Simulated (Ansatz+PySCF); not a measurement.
The numbers below are computed, except where a source is named.
## PySCF 2.14.0 run

```python
from pyscf import gto, scf

mol = gto.M(atom="""
S 0.000000 0.000000 -0.104020
H 0.000000 0.971530 0.832150
H 0.000000 -0.971530 0.832150
""", basis='def2-svp', charge=0, spin=0)
mf = scf.UHF(mol)
mf.init_guess = 'atom'
mf.kernel()
while True:  # follow internal instabilities
    mo, _, stable, _ = mf.stability(return_status=True)
    if stable: break
    mf.kernel(mf.make_rdm1(mo, mf.mo_occ))
print(mf.converged, mf.e_tot, mf.spin_square()[0])
```

The script is written out from the run's settings.

The run gave:

```json
{
 "Converged": "yes",
 "Total energy": "-398.56684 hartree",
 "Spin squared of the determinant": "0.000"
}
```
